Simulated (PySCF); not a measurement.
## BCl⁺: from constants to spectrum

UHF-CCSD(T) constants of BCl⁺, ²Σ⁺ (doublet), unpaired electrons σ ↑ (basis B 6-311G(d,p), Cl 6-311G(d,p); no relativity; PySCF 2.14; masses 11.0093 and 34.9689 u):

| Item | Value |
| --- | --- |
| ωe | 1154.9 cm⁻¹ |
| ωexe | 6.56 cm⁻¹ |
| Be | 0.78137 cm⁻¹ |
| αe | 0.00593 cm⁻¹ |
| D (centrifugal) | 1.43e-06 cm⁻¹ |
| De to B⁺ + Cl | 3.35 eV |

Task: Give the vibrational terms G(v) and spacings up to v = 6.

Result: G(v) = ωe(v+½) − ωexe(v+½)².

| v | G(v) (cm⁻¹) | G(v) − G(v−1) | Bv (cm⁻¹) |
| --- | --- | --- | --- |
| 0 | 576 |  | 0.7784 |
| 1 | 1718 | 1142 | 0.7725 |
| 2 | 2846 | 1129 | 0.7665 |
| 3 | 3962 | 1116 | 0.7606 |
| 4 | 5064 | 1102 | 0.7547 |
| 5 | 6154 | 1089 | 0.7488 |
| 6 | 7230 | 1076 | 0.7428 |

Task: How well does the Morse estimate ωe²/(4ωexe) reproduce De, and what is D0?

Result: It gives 6.30 eV, 188 % of the computed De. D0 = De − G(0) = 3.35 − 0.07 = 3.28 eV.

Correlated steps freeze 6 core orbitals. For an ion De counts to the pair picked by the measured ionisation energies or electron affinities, which need not be the lowest pair at this level. The state was picked by a PBE0 search and need not be the measured ground state.
